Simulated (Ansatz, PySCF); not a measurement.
This PySCF input computes a CAM-B3LYP/def2-TZVPD energy:

```python
from pyscf import gto, scf, dft

mol = gto.M(
    atom='''
    C     0.01102909    0.00659034    0.69372728
    C    -0.01102909   -0.00659034   -0.69372728
    H    -0.20866404    0.91610177    1.25199051
    H     0.24863065   -0.89222006    1.26189918
    H     0.21203297    0.89129169   -1.26921414
    H    -0.25199958   -0.91517340   -1.24467556
    ''',
    basis='def2-tzvpd',
    charge=1,
    spin=1,
    verbose=4,
)

mf = dft.UKS(mol, xc='camb3lyp').density_fit(auxbasis='def2-universal-jkfit')
mf.grids.level = 3
mf.conv_tol = 1e-9
mf.max_cycle = 100
mf.max_memory = 1500
mf.kernel()
if not mf.converged:
    mf = mf.newton()
    mf.kernel(mf.make_rdm1())
for _ in range(2):
    mo, _, stable, _ = mf.stability(return_status=True)
    if stable:
        break
    mf.kernel(mf.make_rdm1(mo, mf.mo_occ))
mf.analyze()
```

Question: Write an input for the same energy in Ansatz (a first-principles code) and say what it gives.

Answer: 
Ansatz 0.2 input:
```yaml
crystal:
  periodic: [false, false, false]
  atoms:
    - {symbol: C, position_ang: [0.01102909, 0.00659034, 0.69372728]}
    - {symbol: C, position_ang: [-0.01102909, -0.00659034, -0.69372728]}
    - {symbol: H, position_ang: [-0.20866404, 0.91610177, 1.25199051]}
    - {symbol: H, position_ang: [0.24863065, -0.89222006, 1.26189918]}
    - {symbol: H, position_ang: [0.21203297, 0.89129169, -1.26921414]}
    - {symbol: H, position_ang: [-0.25199958, -0.91517340, -1.24467556]}
basis:
  gaussian:
    orbitals: def2-TZVPD
hamiltonian:
  xc: {name: CAM-B3LYP}
total_charge: 1
magnetization: {spin_polarized: true, initial_magnetization: 1}
output: {forces: true}
```
It gives -78.18765 Eh, and PySCF -78.18773 Eh, a difference of 0.08 mEh, from the treatment of integrals and grids.
